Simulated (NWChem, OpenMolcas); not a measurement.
# Predicting a hybrid from its neighbours: C3H5Cl (2-chloropropene)

The species is C3H5Cl (9 atoms), meant as a singlet with charge 0. As SMILES, `C=C(C)Cl`. The shape is that of a PBE0-D4/def2-TZVP optimisation.

The dipole moment y, in D, basis def2-SVP; a is the functional's share of exact exchange. Programs: NWChem 7.3.0, OpenMolcas 26.06.

| functional | program | a | y (D) |
| --- | --- | --- | --- |
| BLYP | OpenMolcas | 0 | 1.29 |
| revPBE | OpenMolcas | 0 | 1.40 |
| B3LYP | NWChem | 0.2 | ? |
| PBE0 | NWChem | 0.25 | 1.52 |
| BHLYP | OpenMolcas | 0.5 | 1.55 |

Problem. Fit y = c + s·a to the known rows and predict B3LYP.

Solution. 
1. Means of the 4 rows: a = 0.1875, y = 1.440.
2. Σ(Δa)² = 0.17188, Σ(Δa·Δy) = 0.075, so the slope is 0.075/0.17188 = 0.43635.
3. Intercept: 1.440 − (0.43635) × 0.1875 = 1.358. The largest residual of the fit is 0.068.
4. B3LYP: 1.358 + (0.43635) × 0.2 = 1.45 D.

The run gave 1.42 D, so the prediction is off by +0.03 D, within the scatter of the fit. More exact exchange makes the molecule more polar here. The rows mix families of semi-local functionals, which the line can't see.
